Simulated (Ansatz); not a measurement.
Input for Ansatz (a program for electronic structure): U-MP2/aug-cc-pVTZ on nitrogen dioxide (SMILES [O]N=O), 2S+1 = 2, atoms moved off the minimum.

Ansatz 0.2 input:
```yaml
crystal:
  periodic: [false, false, false]
  atoms:
    - {symbol: O, position_ang: [1.05558981, -0.16968426, 0.11501590]}
    - {symbol: N, position_ang: [0.02422898, 0.38089321, -0.08073073]}
    - {symbol: O, position_ang: [-1.13245401, -0.17836466, -0.09051762]}
basis:
  gaussian:
    orbitals: aug-cc-pVTZ
magnetization: {spin_polarized: true, initial_magnetization: 1}
correlation: {method: mp2, electrons: outside_noble_gas}
scf: {omitted_lower_state_checks: [cluster_reference]}
output: {forces: true}
```

Output:

```
WARN ansatz: RAYON_NUM_THREADS=1 ignored (pool sized by the plan → 1); use --threads N
Functional definition: HF
these checks for a lower state are left out or cut short: cluster_reference
integrals: 0.13 GiB planned
855 factors; integrals over basis functions are off by at most 7.8e-4 eV
mean field: 0.35 GiB planned
mean field evaluation 1: about -5550.4947 eV, gradient 2.9e1 eV
mean field evaluation 2: about -5550.4974 eV, gradient 2.9e1 eV
mean field evaluation 4: about -5553.5449 eV, gradient 3.2e0 eV
mean field evaluation 8: about -5553.6339 eV, gradient 3.8e-1 eV
mean field evaluation 16: about -5553.9024 eV, gradient 2.5e-1 eV
mean field evaluation 32: about -5553.8924 eV, gradient 3.8e-1 eV
mean field evaluation 64: about -5553.8893 eV, gradient 3.1e-1 eV
mean field -5553.90330469 eV, -204.1021818764 hartree, gradient 1.3e-6 eV, S^2 0.932011; 8 other end points of the search recorded, 0 dependent functions left out
3 core orbitals not correlated
reference -5553.90330469 eV, -204.1021818764 hartree; 9, 8 occupied and 126, 127 virtual orbitals, 855 factors
densities: 0.47 GiB planned
second order -17.27131030 eV of doubles, -0.00000000 eV of singles
the calculation of the forces begins
Total energy: -5571.17461498 eV, -204.7368908229 hartree
Atom 0 at     1.055590    -0.169684     0.115016 Å, force    -5.346039     5.690054    -1.520172 eV/Å
Atom 1 at     0.024229     0.380893    -0.080731 Å, force    -0.070687   -10.837910     1.925092 eV/Å
Atom 2 at    -1.132454    -0.178365    -0.090518 Å, force     5.416726     5.147855    -0.404920 eV/Å
Dipole moment:    -0.107347     0.206605    -0.046986 e Å
Checks for a lower state left out: cluster_reference
```

The run converged. Its determinant has ⟨S²⟩ = 0.93, a mixture of spin states.

Cost: roughly 8 core-seconds.
